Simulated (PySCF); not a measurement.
## NH₄: tetrahedral to square-planar path

All numbers come from UPBE0/[N def2-TZVP, H def2-TZVP], no relativity, density fitting, PySCF.

Rigid scan from the doublet minimum (N–H 1.053 Å (×4); H–N–H 109.5° (×6)). Coordinate: D2d path, angle between each bond and the S4 axis (54.74 tetrahedral, 90 square planar), bonds fixed. Energies in kJ/mol from the minimum.

Q: Predict the curve at 45.0, 50.0, 54.7, 60.0, 66.0, 72.0, 78.0, 84.0, 90.0.

A: 
```csv
angle of the bonds to the S4 axis (°),E (kJ/mol),⟨S²⟩
45.0,51.7,0.75
50.0,12.2,0.75
54.7,0.0,0.75
60.0,14.9,0.75
66.0,67.2,0.75
72.0,152.9,0.75
78.0,261.8,0.75
84.0,370.3,0.75
90.0,423.4,0.75
```

With the bonds held, the square planar shape lies 423.4 kJ/mol from the minimum.

Other isomers or separated fragments may lie lower.

The scan took 13 s on 2 threads of a shared Arm Neoverse N1 host; the process peaked at 0.82 GiB.
